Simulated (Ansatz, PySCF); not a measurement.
Molecule: C$_{2}$Cl$_{4}$, net charge 0, singlet state. 
Coordinates optimised at B3LYP-D3(BJ)/def2-TZVP (Ansatz, an electronic-structure program):
SMILES: ClC(Cl)=C(Cl)Cl
```xyz
6

C     -0.0004    -0.0005     0.6696
C      0.0004     0.0005    -0.6696
Cl     0.0045     1.4501     1.5909
Cl    -0.0065    -1.4527     1.5885
Cl    -0.0045    -1.4501    -1.5909
Cl     0.0065     1.4527    -1.5885
```
Charge 0, spin multiplicity 1.
Unstable Hartree-Fock reference: ClC(Cl)=C(Cl)Cl.

Wanted: enthalpy of formation at 298 K (from the atomisation energy, B3LYP-D3(BJ)/def2-TZVP harmonic zero-point and thermal terms from PySCF, and the atoms' enthalpies of formation in the G2/97 table; no spin-orbit terms, and no core term in the frozen-core levels), in kcal/mol. Correlated levels leave the core frozen unless marked. UHF or UKS for open shells. Spin-orbit coupling is left out. No relativistic terms. The coupled-cluster limit lacks core correlation, which all-electron functionals hold. CBS marks a two-point X^-3 extrapolation of the correlation energy; Hartree-Fock from the larger set. [CCSD(T)-MP2]/basis is that difference in the basis named.

```tsv
level	program	enthalpy of formation at 298 K (kcal/mol)
HF/6-31G	Ansatz	253.6
HF/6-31G*	Ansatz	181.5
HF/cc-pV(T+d)Z	Ansatz	174.8
revPBE/def2-TZVPD	Ansatz	-6.8
r2SCAN-D4/def2-TZVPD	Ansatz + dftd4	-16.7
PBE0/def2-SVP	Ansatz	-17.4
PBE0-D3(BJ)/def2-TZVP	Ansatz + dftd3	-22.3
HSE06-D3(BJ)/def2-TZVPD	Ansatz + dftd3	-22.6
wB97X-V/def2-TZVPD	Ansatz	-7.7
B2PLYP-D4/def2-TZVPD	Ansatz + dftd4	-0.4
MP2/6-31G*	Ansatz	16.4
RI-MP2/CBS(aug-cc-pV(T+d)Z,aug-cc-pV(Q+d)Z)	Ansatz	-39.4
CCSD(T)/6-31G*	Ansatz	37.8
CCSD(T)/cc-pV(T+d)Z	Ansatz	16.2
RI-MP2/CBS(cc-pV(T+d)Z,cc-pV(Q+d)Z)+[CCSD(T)-MP2]/cc-pV(T+d)Z	Ansatz	-5.8
```
